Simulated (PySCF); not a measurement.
An element was calculated at PBE0 (PySCF 2.14, spin-free X2C, a triple-zeta basis, no spin-orbit coupling), in the ground configurations that NIST lists.

```
first ionisation energy    : 14.697 eV
second ionisation energy   : 29.897 eV
third ionisation energy    : 47.976 eV
polarisability of the atom : 7.79 bohr³
```

Q: Which element is it?

A: Nitrogen (N, Z = 7), in aug-cc-pCVTZ-DK with one added diffuse shell each of s, p, d, f type. NIST lists 14.534, 29.601, 47.445 eV for these ionisation energies.
